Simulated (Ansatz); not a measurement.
A nudged elastic band was laid between two geometries of C$_{2}$H$_{4}$B (7 atoms, charge 1, multiplicity 1).

Level of theory: Ansatz, RKS PBE0-D4/def2-SVPD.

```yaml
movable_images: 9
climbing_image: yes
spring: 5.0 eV/Å²
optimiser: quadratic models (default)
start_path: through a guess of the saddle point
force_threshold: 0.2 eV/Å
iteration_limit: 60
end_points: relaxed
```

Initial state:

```xyz
7
Properties=species:S:1:pos:R:3
B -0.781 -0.226 -0.546
C 0.483 0.458 -0.645
C 0.404 0.007 0.624
H -1.846 -0.733 -0.674
H 1.233 1.022 -1.195
H 1.052 0.054 1.510
H -0.546 -0.580 0.925
```

Final state:

```xyz
7
Properties=species:S:1:pos:R:3
B 0.016 -1.035 -1.580
C -0.160 0.233 -0.428
C 0.191 -0.051 0.876
H -1.240 0.342 -0.662
H 0.509 0.900 -1.012
H 1.218 0.086 1.228
H -0.533 -0.474 1.578
```

Task: What changes between the two ends?

Result: Bonds broken: B1–C3, B1–H4. Bonds formed: C2–H4.

Task: Give the energies along the band, and the barrier.

Result: It converged. The highest image is number 5 of 0 to 10, 3.70 eV above the first end and 0.86 eV above the last; the last end lies 2.84 eV above the first. The threshold of 0.2 eV/Å is loose, so the images may lie well off the minimum-energy path. Neighbouring images differ by up to 1.6 eV, so the band resolves the path poorly. Another band between the same ends (9 images) ends at a top of the same energy, where a vibrational analysis finds 1 clearly imaginary mode. The orbitals stay closed-shell, which can raise the energy where a bond breaks towards radicals; this wasn't checked here. Limits of this set-up: the dipole of an ion depends on the origin.

```json
{"image": "0", "path coordinate (Å)": "0.00", "energy (eV)": "0.00", "B1–C3 (Å)": "1.68", "B1–H4 (Å)": "1.19", "C2–H4 (Å)": "2.62"}
{"image": "1", "path coordinate (Å)": "0.51", "energy (eV)": "0.36", "B1–C3 (Å)": "1.61", "B1–H4 (Å)": "1.18", "C2–H4 (Å)": "2.50"}
{"image": "2", "path coordinate (Å)": "1.01", "energy (eV)": "0.71", "B1–C3 (Å)": "1.63", "B1–H4 (Å)": "1.20", "C2–H4 (Å)": "2.36"}
{"image": "3", "path coordinate (Å)": "1.52", "energy (eV)": "1.00", "B1–C3 (Å)": "1.60", "B1–H4 (Å)": "1.20", "C2–H4 (Å)": "1.93"}
{"image": "4", "path coordinate (Å)": "2.03", "energy (eV)": "2.56", "B1–C3 (Å)": "1.61", "B1–H4 (Å)": "1.24", "C2–H4 (Å)": "1.56"}
{"image": "5", "path coordinate (Å)": "2.53", "energy (eV)": "3.70", "B1–C3 (Å)": "1.76", "B1–H4 (Å)": "1.41", "C2–H4 (Å)": "1.23"}
{"image": "6", "path coordinate (Å)": "2.97", "energy (eV)": "3.47", "B1–C3 (Å)": "1.99", "B1–H4 (Å)": "1.75", "C2–H4 (Å)": "1.13"}
{"image": "7", "path coordinate (Å)": "3.40", "energy (eV)": "3.35", "B1–C3 (Å)": "2.16", "B1–H4 (Å)": "2.03", "C2–H4 (Å)": "1.11"}
{"image": "8", "path coordinate (Å)": "3.83", "energy (eV)": "3.21", "B1–C3 (Å)": "2.36", "B1–H4 (Å)": "2.03", "C2–H4 (Å)": "1.11"}
{"image": "9", "path coordinate (Å)": "4.27", "energy (eV)": "2.96", "B1–C3 (Å)": "2.51", "B1–H4 (Å)": "2.02", "C2–H4 (Å)": "1.11"}
{"image": "10", "path coordinate (Å)": "4.70", "energy (eV)": "2.84", "B1–C3 (Å)": "2.65", "B1–H4 (Å)": "2.08", "C2–H4 (Å)": "1.11"}
```

Task: What is the geometry of the highest image?

Result: 
```xyz
7
Properties=species:S:1:pos:R:3
B -0.885 -0.943 -0.141
C 0.153 0.397 -0.603
C 0.328 0.045 0.656
H -0.923 0.083 -1.106
H 0.783 0.872 -1.363
H 1.153 0.103 1.374
H -0.609 -0.556 1.183
```

Run time: 2.9 min on 2 threads of Intel(R) Xeon(R) Platinum 8488C (Sapphire Rapids) (shared host), peak memory 0.17 GiB.
